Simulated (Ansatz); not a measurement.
**CH₄BF (SMILES BCF): one structure at several levels**

An exercise on one series of results from a longer session: the logs are not shown, and one member is left open.

The runs use Ansatz 0.2.0, Gaussian basis; single points in def2-TZVPP.

Cores are frozen in the correlated methods. B3LYP uses VWN-RPA correlation.

### The system as given

SMILES `BCF`, 7 atoms, charge 0, spin multiplicity 1.

Atoms are counted from 1 here; the program's logs count them from 0.

Bond lengths: B1–C2 1.587 Å, B1–H4 1.145 Å, B1–H5 1.253 Å, C2–F3 1.468 Å, C2–H6 1.000 Å, C2–H7 1.084 Å. Angles: C2–B1–H4 121.9°, C2–B1–H5 113.8°, H4–B1–H5 124.4°, B1–C2–F3 111.0°, B1–C2–H6 109.8°, B1–C2–H7 104.9°, F3–C2–H6 114.7°, F3–C2–H7 104.1°, H6–C2–H7 111.8°.

Geometry (Å):

```
atom     x (Å)     y (Å)     z (Å)
  B1  -0.75410   0.08550  -0.50450
  C2   0.53390  -0.01240   0.41670
  F3   0.73060  -1.38380   0.90150
  H4  -1.45210  -0.80770  -0.66420
  H5  -0.92760   1.21870  -1.01090
  H6   0.49050   0.68330   1.13430
  H7   1.36950   0.15200  -0.25460
```

The first run:

File run/in.yaml:

```yaml
crystal:
  periodic: [false, false, false]
  atoms:
    - {symbol: B, position_ang: [-0.754100, 0.085500, -0.504500]}
    - {symbol: C, position_ang: [0.533900, -0.012400, 0.416700]}
    - {symbol: F, position_ang: [0.730600, -1.383800, 0.901500]}
    - {symbol: H, position_ang: [-1.452100, -0.807700, -0.664200]}
    - {symbol: H, position_ang: [-0.927600, 1.218700, -1.010900]}
    - {symbol: H, position_ang: [0.490500, 0.683300, 1.134300]}
    - {symbol: H, position_ang: [1.369500, 0.152000, -0.254600]}
basis:
  gaussian: {orbitals: def2-TZVPP}
correlation: {method: ccsd_t}
output: {forces: true}
```

The command line of these runs was not kept.

Steps of the session up to this table: CCSD(T)/def2-TZVPP; PBE0-D4/def2-TZVPP; wB97M-V/def2-TZVPP; r2SCAN-D4/def2-TZVPP; PBE-D4/def2-TZVPP; B3LYP-D4/def2-TZVPP; HSE06-D4/def2-TZVPP.

One of the session's tables, all rows but one given; the rest of the session is left out.

```
   method  RMS force component (eV/Å)  angle to CCSD(T) forces (°)  dipole (D)
  CCSD(T)                       1.724                    reference        1.95
  PBE0-D4                       1.803                          3.1        1.95
  wB97M-V                       1.729                          2.5        1.95
r2SCAN-D4                       1.748                          4.6        1.90
   PBE-D4                           ?                            ?           ?
 B3LYP-D4                       1.706                          3.9        1.97
 HSE06-D4                       1.805                          3.2        1.95
```

**Question.** Estimate the row for PBE-D4.

As computed: RMS force component (eV/Å): 1.776; angle to CCSD(T) forces (°): 7.0; dipole (D): 1.82. In the column «RMS force component (eV/Å)» it lies between r2SCAN-D4 (1.748) and PBE0-D4 (1.803).
